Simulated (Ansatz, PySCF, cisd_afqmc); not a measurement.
Species: C$_{2}$H$_{4}$S, charge 0, singlet. C2H4S (SMILES C1CS1).
B3LYP-D3(BJ)/def2-TZVP minimum from Ansatz (an electronic-structure program):
```xyz
7

C      0.0060    -0.7464    -0.7914
S     -0.0041     0.0076     0.8672
C      0.0015     0.7325    -0.8043
H     -0.9035    -1.2637    -1.0683
H      0.9212    -1.2581    -1.0598
H      0.9136     1.2450    -1.0816
H     -0.9112     1.2394    -1.0901
```
Charge 0, spin multiplicity 1.

Atomisation energy term by term, kcal/mol (programs: Ansatz, cisd_afqmc). Radicals and triplets start from unrestricted determinants; spin-orbit coupling is neglected. Correlated methods leave the cores frozen. Rows without X2C or -DK are non-relativistic. AFQMC is phaseless with a CISD trial state; ± is one standard error, without the phaseless bias. Outlying blocks are dropped, and bars are widened where a walk drifts. Over all cases where full CI ran beside it in this data, AFQMC minus full CI had a median of +0.1 mEh and passed +0.4 mEh in a tenth of the cases. CBS(X,Y): correlation extrapolated as X^-3, Hartree-Fock from the larger set (Q,5: extrapolated as (X+1)exp(-9√X)). A bracket is a step between two methods taken in the basis named. '+ core + X2C': CCSD(T) terms for core correlation (cc-pwCVTZ, 1s frozen past Ne) and scalar relativity (cc-pVTZ-DK). Where a partner has so few electrons that a lower coupled-cluster level is exact, that level stands in.

```
term                                                          basis  kcal/mol
-----------------------  ------------------------------------------  --------
Hartree-Fock                           CBS(cc-pV(Q+d)Z,cc-pV(5+d)Z)    453.39
CCSD correlation                       CBS(cc-pV(Q+d)Z,cc-pV(5+d)Z)    159.19
(T)                                    CBS(cc-pV(Q+d)Z,cc-pV(5+d)Z)     11.84
CCSDT(Q) - CCSD(T)                                      cc-pV(D+d)Z      0.45
core correlation                                          cc-pwCVTZ      2.64
scalar relativity                                   X2C, cc-pVTZ-DK     -0.63
minus zero-point energy  Hessian by PySCF at B3LYP-D3(BJ)/def2-TZVP    -34.44
sum: D0                                                                 592.4
```

The step beyond CCSD(T) by other levels: AFQMC/CISD in cc-pV(T+d)Z 0.38 ± 0.25 kcal/mol.
